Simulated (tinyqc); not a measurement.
CCD on RHF in the sto-6g basis, for HF, spin multiplicity 1, step by step. Computed by tinyqc, a small Python program that keeps every step (integrals from PySCF). Settings: charge = 0, multiplicity = 1, basis = sto-6g, method = RHF, energy threshold = 1e-10, iteration cap = 73, orthogonalisation = canonical, start = atomic densities, DIIS depth = 6, amplitude equations = CCD, DIIS depth for amplitudes = 4, cap on updates = 55. Command: `OMP_NUM_THREADS=1 python tinyqc.py 23260 23261 out.jsonl` (the two numbers bound the seeds that draw the settings). One thread of a shared host (Intel(R) Xeon(R) Processor @ 2.60GHz), about 0.1 s of CPU time with the checks. The early iterations of the SCF are left out here.

## One-electron integrals

Geometry (angstrom):
```
atom       x       y       z
F     0.0000  0.0000  0.0000
H     0.0000  0.0000  0.8630
```

Basis sto-6g: exponents (1/bohr^2) and contraction coefficients of normalised primitives:
```
element  l (shell)   exponent  coefficient
F            s (1)  1728.6266       0.0092
F            s (1)   316.9418       0.0494
F            s (1)    88.6689       0.1685
F            s (1)    30.4602       0.3706
F            s (1)    11.8286       0.4165
F            s (1)     4.8717       0.1303
F            s (2)    67.0323      -0.0133
F            s (2)    13.2674      -0.0470
F            s (2)     4.1235      -0.0338
F            s (2)     1.5865       0.2502
F            s (2)     0.6890       0.5951
F            s (2)     0.3158       0.2407
F            p (3)    67.0323       0.0038
F            p (3)    13.2674       0.0377
F            p (3)     4.1235       0.1739
F            p (3)     1.5865       0.4180
F            p (3)     0.6890       0.4259
F            p (3)     0.3158       0.1017
H            s (1)    35.5232       0.0092
H            s (1)     6.5131       0.0494
H            s (1)     1.8221       0.1685
H            s (1)     0.6260       0.3706
H            s (1)     0.2431       0.4165
H            s (1)     0.1001       0.1303
```

Overlap, kinetic and nuclear-attraction integrals over the contracted functions; the nuclear repulsion is the sum of Za Zb / Rab.

nuclear repulsion = 5.518650 hartree

overlap S:
```
         1F 1s   1F 2s  1F 2px  1F 2py  1F 2pz   2H 1s
1F 1s   1.0000  0.2325  0.0000  0.0000  0.0000  0.0573
1F 2s   0.2325  1.0000  0.0000  0.0000  0.0000  0.4886
1F 2px  0.0000  0.0000  1.0000  0.0000  0.0000  0.0000
1F 2py  0.0000  0.0000  0.0000  1.0000  0.0000  0.0000
1F 2pz  0.0000  0.0000  0.0000  0.0000  1.0000  0.3662
2H 1s   0.0573  0.4886  0.0000  0.0000  0.3662  1.0000
```

kinetic energy T (hartree):
```
          1F 1s    1F 2s  1F 2px  1F 2py  1F 2pz   2H 1s
1F 1s   37.3977  -1.1433  0.0000  0.0000  0.0000  0.0015
1F 2s   -1.1433   1.0823  0.0000  0.0000  0.0000  0.1588
1F 2px   0.0000   0.0000  3.2513  0.0000  0.0000  0.0000
1F 2py   0.0000   0.0000  0.0000  3.2513  0.0000  0.0000
1F 2pz   0.0000   0.0000  0.0000  0.0000  3.2513  0.3168
2H 1s    0.0015   0.1588  0.0000  0.0000  0.3168  0.7685
```

nuclear attraction V (hartree):
```
           1F 1s     1F 2s    1F 2px    1F 2py    1F 2pz    2H 1s
1F 1s   -78.4356   -8.0083    0.0000    0.0000   -0.0180  -2.2729
1F 2s    -8.0083  -12.0814    0.0000    0.0000   -0.1998  -4.6518
1F 2px    0.0000    0.0000  -12.0357    0.0000    0.0000   0.0000
1F 2py    0.0000    0.0000    0.0000  -12.0357    0.0000   0.0000
1F 2pz   -0.0180   -0.1998    0.0000    0.0000  -12.1712  -3.1431
2H 1s    -2.2729   -4.6518    0.0000    0.0000   -3.1431  -6.4660
```

core Hamiltonian H = T + V (hartree):
```
           1F 1s     1F 2s   1F 2px   1F 2py   1F 2pz    2H 1s
1F 1s   -41.0379   -9.1516   0.0000   0.0000  -0.0180  -2.2714
1F 2s    -9.1516  -10.9991   0.0000   0.0000  -0.1998  -4.4931
1F 2px    0.0000    0.0000  -8.7843   0.0000   0.0000   0.0000
1F 2py    0.0000    0.0000   0.0000  -8.7843   0.0000   0.0000
1F 2pz   -0.0180   -0.1998   0.0000   0.0000  -8.9199  -2.8263
2H 1s    -2.2714   -4.4931   0.0000   0.0000  -2.8263  -5.6975
```

## Two-electron integrals

Functions are numbered as in S; the eight-fold symmetry (ij|kl) = (ji|kl) = (kl|ij) leaves the list below.

Two-electron integrals (ij|kl) in chemists' order, unique and non-zero (hartree):
```
(11|11) 5.4062   (21|11) 0.7681   (21|21) 0.1389   (22|11) 1.2663
(22|21) 0.2840   (22|22) 0.9264   (31|31) 0.0295   (32|31) 0.0447
(32|32) 0.2048   (33|11) 1.2663   (33|21) 0.2840   (33|22) 0.9264
(33|33) 0.9981   (41|41) 0.0295   (42|41) 0.0447   (42|42) 0.2048
(43|43) 0.0538   (44|11) 1.2663   (44|21) 0.2840   (44|22) 0.9264
(44|33) 0.8905   (44|44) 0.9981   (51|51) 0.0295   (52|51) 0.0447
(52|52) 0.2048   (53|53) 0.0538   (54|54) 0.0538   (55|11) 1.2663
(55|21) 0.2840   (55|22) 0.9264   (55|33) 0.8905   (55|44) 0.8905
(55|55) 0.9981   (61|11) 0.2024   (61|21) 0.0351   (61|22) 0.0700
(61|33) 0.0699   (61|44) 0.0699   (61|51) 0.0015   (61|52) 0.0029
(61|55) 0.0703   (61|61) 0.0090   (62|11) 0.4664   (62|21) 0.1059
(62|22) 0.3800   (62|33) 0.3749   (62|44) 0.3749   (62|51) 0.0076
(62|52) 0.0546   (62|55) 0.3903   (62|61) 0.0267   (62|62) 0.1851
(63|31) 0.0123   (63|32) 0.0686   (63|53) 0.0116   (63|63) 0.0286
(64|41) 0.0123   (64|42) 0.0686   (64|54) 0.0116   (64|64) 0.0286
(65|11) 0.2953   (65|21) 0.0681   (65|22) 0.2611   (65|33) 0.2496
(65|44) 0.2496   (65|51) 0.0168   (65|52) 0.1054   (65|55) 0.2841
(65|61) 0.0180   (65|62) 0.1560   (65|65) 0.1598   (66|11) 0.5798
(66|21) 0.1341   (66|22) 0.5484   (66|33) 0.5292   (66|44) 0.5292
(66|51) 0.0134   (66|52) 0.1306   (66|55) 0.5868   (66|61) 0.0341
(66|62) 0.3268   (66|65) 0.3201   (66|66) 0.7750
```

## Orthogonalisation

S = U s U^T; canonical form X = U s^(-1/2), so that X^T S X = 1. Each column of U has its largest component positive (the first on a tie).

eigenvalues of S: 0.3749  0.8497  1.0000  1.0000  1.1172  1.6582

X:
```
              1        2        3       4        5       6
1F 1s    0.2573   0.7767   0.0000  0.0000  -0.5922  0.2066
1F 2s   -0.9664  -0.4447   0.0000  0.0000  -0.3476  0.4574
1F 2px   0.0000   0.0000   0.9697  0.2443   0.0000  0.0000
1F 2py   0.0000   0.0000  -0.2443  0.9697   0.0000  0.0000
1F 2pz  -0.6527   0.5672   0.0000  0.0000   0.6198  0.2881
2H 1s    1.1141  -0.2328   0.0000  0.0000   0.1984  0.5178
```

Within a degenerate level the vectors are fixed only up to a rotation; this is one choice.

## Iteration 7 (converged): orbitals

converged F (hartree):
```
           1F 1s    1F 2s   1F 2px   1F 2py   1F 2pz    2H 1s
1F 1s   -26.2292  -6.3697   0.0000   0.0000  -0.0262  -1.5809
1F 2s    -6.3697  -2.9296   0.0000   0.0000  -0.1243  -1.2497
1F 2px    0.0000   0.0000  -0.4760   0.0000   0.0000   0.0000
1F 2py    0.0000   0.0000   0.0000  -0.4760   0.0000   0.0000
1F 2pz   -0.0262  -0.1243   0.0000   0.0000  -0.4162  -0.6092
2H 1s    -1.5809  -1.2497   0.0000   0.0000  -0.6092  -0.6879
```

Diagonalise F' = X^T F X, C = X C', fill 5 alpha and 5 beta electrons from the bottom; D = 2 C_occ C_occ^T. Each column has its largest component positive (the first on a tie).

F' = X^T F X (hartree):
```
         1         2        3        4         5        6
1   0.1871   -2.0286   0.0000   0.0000    1.3283  -0.3977
2  -2.0286  -11.6587   0.0000   0.0000   11.1606  -5.5784
3   0.0000    0.0000  -0.4760   0.0000    0.0000   0.0000
4   0.0000    0.0000   0.0000  -0.4760    0.0000   0.0000
5   1.3283   11.1606   0.0000   0.0000  -11.8954   5.9928
6  -0.3977   -5.5784   0.0000   0.0000    5.9928  -4.3039
```

orbital energies (hartree): MO1 -26.2326, MO2 -1.5040, MO3 -0.6098, MO4 -0.4760, MO5 -0.4760, MO6 0.6756

coefficients C:
```
            MO1      MO2      MO3      MO4     MO5      MO6
1F 1s    0.9970  -0.2349   0.0814   0.0000  0.0000   0.0837
1F 2s    0.0136   0.9244  -0.4619   0.0000  0.0000  -0.6275
1F 2px   0.0000   0.0000   0.0000  -0.6642  0.7476   0.0000
1F 2py   0.0000   0.0000   0.0000   0.7476  0.6642   0.0000
1F 2pz   0.0025   0.1086   0.7121   0.0000  0.0000  -0.8343
2H 1s   -0.0040   0.1608   0.5005   0.0000  0.0000   1.1518
```

D after iteration 7:
```
          1F 1s    1F 2s  1F 2px  1F 2py   1F 2pz    2H 1s
1F 1s    2.1116  -0.4823  0.0000  0.0000   0.0698  -0.0021
1F 2s   -0.4823   2.1360  0.0000  0.0000  -0.4571  -0.1653
1F 2px   0.0000   0.0000  2.0000  0.0000   0.0000   0.0000
1F 2py   0.0000   0.0000  0.0000  2.0000   0.0000   0.0000
1F 2pz   0.0698  -0.4571  0.0000  0.0000   1.0379   0.7477
2H 1s   -0.0021  -0.1653  0.0000  0.0000   0.7477   0.5527
```

Within a degenerate level the vectors are fixed only up to a rotation; this is one choice.

## Convergence

Stop when the energy changes by less than 1e-10 hartree and every element of the error matrix X^T (F D S - S D F) X is below 3e-06.

Course of the cycle:
```
iteration  E (hartree)     change  largest element of the error matrix
1          -100.470833          -                             1.14e+00
2           -99.463647   1.01e+00                             1.80e-01
3           -99.488355  -2.47e-02                             2.87e-02
4           -99.489124  -7.70e-04                             3.98e-03
5           -99.489132  -7.37e-06                             9.37e-05
6           -99.489132  -3.99e-09                             1.47e-06
7           -99.489132  -2.10e-12                             1.15e-08
```

PySCF RHF in the same basis = -99.489132 hartree

Converged in 7 iterations.

## Integrals over molecular orbitals

(pq|rs) = sum C_ip C_jq C_kr C_ls (ij|kl), one index at a time.

one-electron integrals over orbitals h = C^T H C (hartree):
```
          1        2        3        4        5        6
1  -41.0237   0.7070  -0.2411   0.0000   0.0000  -0.2602
2    0.7070  -9.2426   0.5478   0.0000   0.0000   1.3257
3   -0.2411   0.5478  -7.8744   0.0000   0.0000   1.7367
4    0.0000   0.0000   0.0000  -8.7843   0.0000   0.0000
5    0.0000   0.0000   0.0000   0.0000  -8.7843   0.0000
6   -0.2602   1.3257   1.7367   0.0000   0.0000  -6.1426
```

Two-electron integrals over orbitals (pq|rs), unique and non-zero (hartree):
```
(11|11) 5.3803      (21|11) -0.5108     (21|21) 0.0786      (22|11) 1.2098
(22|21) -0.0198     (22|22) 0.8625      (31|11) 0.1827      (31|21) -0.0255
(31|22) 0.0160      (31|31) 0.0267      (32|11) -0.1482     (32|21) 0.0104
(32|22) -0.0052     (32|31) 0.0209      (32|32) 0.1588      (33|11) 1.0467
(33|21) -0.0121     (33|22) 0.7711      (33|31) -0.0071     (33|32) -0.0608
(33|33) 0.8030      (41|41) 0.0304      (42|41) 0.0386      (42|42) 0.1784
(43|41) -0.0127     (43|42) -0.0460     (43|43) 0.0526      (44|11) 1.2660
(44|21) -0.0135     (44|22) 0.8771      (44|31) 0.0046      (44|32) -0.0757
(44|33) 0.7791      (44|44) 0.9981      (51|51) 0.0304      (52|51) 0.0386
(52|52) 0.1784      (53|51) -0.0127     (53|52) -0.0460     (53|53) 0.0526
(54|54) 0.0538      (55|11) 1.2660      (55|21) -0.0135     (55|22) 0.8771
(55|31) 0.0046      (55|32) -0.0757     (55|33) 0.7791      (55|44) 0.8905
(55|55) 0.9981      (61|11) 0.1972      (61|21) -0.0333     (61|22) -2.94e-04
(61|31) -0.0063     (61|32) -0.0256     (61|33) 0.0150      (61|44) 0.0047
(61|55) 0.0047      (61|61) 0.0302      (62|11) -0.2806     (62|21) 0.0065
(62|22) -0.1410     (62|31) -0.0207     (62|32) -0.0358     (62|33) -0.0486
(62|44) -0.1400     (62|55) -0.1400     (62|61) 0.0140      (62|62) 0.1005
(63|11) -0.3313     (63|21) 0.0053      (63|22) -0.1445     (63|31) 0.0027
(63|32) 0.0920      (63|33) -0.1320     (63|44) -0.1796     (63|55) -0.1796
(63|61) -0.0062     (63|62) 0.0610      (63|63) 0.1584      (64|41) -0.0119
(64|42) -0.0460     (64|43) -0.0116     (64|64) 0.0323      (65|51) -0.0119
(65|52) -0.0460     (65|53) -0.0116     (65|65) 0.0323      (66|11) 0.9036
(66|21) -0.0088     (66|22) 0.6961      (66|31) 0.0178      (66|32) 0.0775
(66|33) 0.6711      (66|44) 0.6576      (66|55) 0.6576      (66|61) -0.0100
(66|62) -0.0704     (66|63) -0.0094     (66|66) 0.7228
```

## CCD: starting amplitudes

t_ij^ab = <ij||ab> / (e_i + e_j - e_a - e_b), whose energy is MP2.

Starting amplitudes (spin orbitals 1a, 1b, ...; amplitudes related by a flip of all spins are not repeated):
```
from      to          t
3a 3b  6a 6b    -0.0616
2a 2b  6a 6b    -0.0231
2a 3b  6a 6b    -0.0176
4a 4b  6a 6b    -0.0140
5a 5b  6a 6b    -0.0140
1a 1b  6a 6b    -0.0006
1a 2b  6a 6b  -4.80e-04
1a 3b  6a 6b   2.19e-04
```

correlation energy = -0.015173 hartree

## CCD: amplitude update 1

t_ij^ab D_ij^ab are set to the remaining terms of the spin-orbital equations, evaluated with the old amplitudes; for the doubles these are <ij||ab> + 1/2 <ab||ef> t_ij^ef + 1/2 <mn||ij> t_mn^ab + P(ij)P(ab) <mb||ej> t_im^ae + terms in t^2, D the orbital-energy denominators.

Amplitudes after update 1 (spin orbitals 1a, 1b, ...; amplitudes related by a flip of all spins are not repeated):
```
from      to          t
3a 3b  6a 6b    -0.0815
2a 2b  6a 6b    -0.0257
2a 3b  6a 6b    -0.0255
4a 4b  6a 6b    -0.0163
5a 5b  6a 6b    -0.0163
1a 1b  6a 6b  -4.80e-04
1a 2b  6a 6b  -4.23e-04
1a 3b  6a 6b   1.40e-04
```

correlation energy = -0.019691 hartree

## CCD: amplitude update 2

As before.

Amplitudes after update 2 (spin orbitals 1a, 1b, ...; amplitudes related by a flip of all spins are not repeated):
```
from      to          t
3a 3b  6a 6b    -0.0885
2a 3b  6a 6b    -0.0283
2a 2b  6a 6b    -0.0257
4a 4b  6a 6b    -0.0166
5a 5b  6a 6b    -0.0166
1a 1b  6a 6b  -4.74e-04
1a 2b  6a 6b  -4.03e-04
1a 3b  6a 6b   1.13e-04
```

correlation energy = -0.021164 hartree

## CCD: convergence

E_corr = 1/4 sum <ij||ab> t_ij^ab; stop when the norm of the change is below 1e-8.

Course of the amplitude iterations:
```
update  correlation energy (hartree)  norm of the change
0                          -0.015173                   -
1                          -0.019691            4.64e-02
2                          -0.021164            1.61e-02
3                          -0.021940            5.71e-03
4                          -0.021937            1.46e-04
5                          -0.021937            9.21e-06
6                          -0.021937            6.56e-07
7                          -0.021937            2.04e-07
8                          -0.021937            5.21e-08
9                          -0.021937            4.29e-10
```

Converged amplitudes (spin orbitals 1a, 1b, ...; amplitudes related by a flip of all spins are not repeated):
```
from      to          t
3a 3b  6a 6b    -0.0924
2a 3b  6a 6b    -0.0298
2a 2b  6a 6b    -0.0253
4a 4b  6a 6b    -0.0167
5a 5b  6a 6b    -0.0167
1a 1b  6a 6b  -4.72e-04
1a 2b  6a 6b  -3.95e-04
1a 3b  6a 6b   9.79e-05
```

CCD total energy = -99.511069 hartree

Converged in 9 updates, with DIIS from the third.
